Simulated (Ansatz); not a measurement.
Predict the output of the script below (the Ansatz DFT code, driven from Python).

The script, `c2h3s.py`:
```python
"""Relaxed scan of one distance in C2H3S."""

import ansatz as az
from ase import Atoms
import numpy as np

atoms = Atoms(["C", "C", "S", "H", "H", "H"], positions=[
    (0.8033, -0.0624, -0.5408),
    (-0.5617, -0.0556, -0.0165),
    (0.3882, 1.4519, 0.427),
    (1.45, -0.7193, 0.0786),
    (-0.741, -0.7412, 0.8389),
    (-1.3387, 0.1265, -0.7871),
])
mol = az.Crystal.molecule_from_ase(atoms)

job = (
    mol.calculation()
    .basis(gaussian="def2-SVP")
    .functional("hf")
    .spin("collinear", total=1)
    .scf(lower_state_search="off")
)
symbols = [site.symbol for site in mol.cartesian_sites]
pairs = [(0, 1), (0, 2), (0, 3), (1, 2), (1, 4), (1, 5)]
print("held (A)   E (eV)        ", "  ".join(f"{symbols[i]}{i}-{symbols[j]}{j}" for i, j in pairs))
for length in [1.02, 1.11, 1.2, 1.33, 1.5]:
    data = job.relax(constraints=[az.DistanceConstraint((1, 4), at=length)], force_tolerance=0.02, max_steps=60).run(threads=1, pin="off").report
    xyz = np.array(data["positions_ang"])
    print(f"{length:6.2f} {data['free_energy_ev']:14.5f}  ", "  ".join(f"{np.linalg.norm(xyz[i] - xyz[j]):.3f}" for i, j in pairs))
```

```console
$ python c2h3s.py
held (A)   E (eV)         C0-C1  C0-S2  C0-H3  C1-S2  C1-H4  C1-H5
DeckWarning: relax.constraints: the input's atoms, or those drawn, lie off the distances that are held; a relaxation that starts there is brought onto them ahead of its first SCF, by positions alone, an atom by 4.54e-2 Å at the most. With the symmetry [...]
  1.02   -12918.28428   1.454  1.742  1.082  1.834  1.020  1.084
  1.11   -12918.36482   1.452  1.743  1.081  1.831  1.110  1.084
  1.20   -12918.17682   1.450  1.743  1.081  1.828  1.200  1.084
  1.33   -12917.65024   1.446  1.745  1.081  1.821  1.330  1.083
  1.50   -12916.78104   1.438  1.748  1.080  1.811  1.500  1.082
```
(Warnings from the package without file and line, shortened, repeats left out.)

Reading the output:
- The settings weren't tested for convergence.
- The energies are electronic: no zero-point or thermal terms, and the basis set is short of its limit.
- The run takes the species as open-shell (spin multiplicity 2), which needn't be its ground state.
- The whole script took 19 s on 1 thread of Arm Neoverse V2 (shared host), peak memory 0.19 GiB.
